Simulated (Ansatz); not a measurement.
Anatase TiO₂ (metastable phase) was calculated with r²SCAN0 (Ansatz, a program for electronic structure, plane waves, PAW).

Run with plane-wave cutoff 520 eV, 8×8×8 k mesh, Fermi–Dirac smearing 0.01 eV, no spin polarisation, scalar-relativistic PAW data made under PBE.

Cell (measured lattice):

Space group I4₁/amd, origin choice 1 (No. 141); a = 3.784 Å, b = 3.784 Å, c = 9.515 Å, α = 90.00°, β = 90.00°, γ = 90.00°

| atom | site | symmetry | x | y | z |
|---|---|---|---|---|---|
| Ti | 4a | -4m2 | 0.0000 | 0.0000 | 0.0000 |
| O | 8e | 2mm. | 0.0000 | 0.0000 | 0.2081 |
(The calculation used a cell of 6 atoms; values per cell refer to that cell.)

Problem. What does this level give for the band gap, smallest direct gap on the k points sampled and Γ–Γ gap?

Solution. 
- band gap = 4.67 eV (indirect)
- smallest direct gap on the k points sampled = 5.04 eV
- Γ–Γ gap = 5.19 eV

Note: cell and atoms aren't relaxed at this level (largest force component 0.20 eV/Å, pressure -4.7 GPa).

Computed values are for the static lattice.
